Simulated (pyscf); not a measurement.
Thermochemistry of product channels of `[OH][Zn][Cl]` + `[H][H]` on the singlet surface, in kcal/mol, from ωB97M-D3(BJ)/def2-TZVP energies (ideal gas, 1 atm, RRHO with modes under 100 cm⁻¹ raised to 100, one conformer, R ln 2 for chiral ones without a mode under 150 cm⁻¹). Structures and frequencies: ωB97X-D3(BJ)/def2-SVP in PySCF.

```tsv
products	ΔE	ΔH(298 K)	ΔG(298 K)	ΔG(900 K)
`[OH][ZnH]` + `[ClH]`	+23.2	+23.6	+22.3	+20.6
`[OH2]` + `[Cl][ZnH]`	+0.2	+2.8	+1.9	+1.0
```

These are energies of the channels, which say nothing of barriers. Elements up to Kr have no core potential and no relativistic terms here.
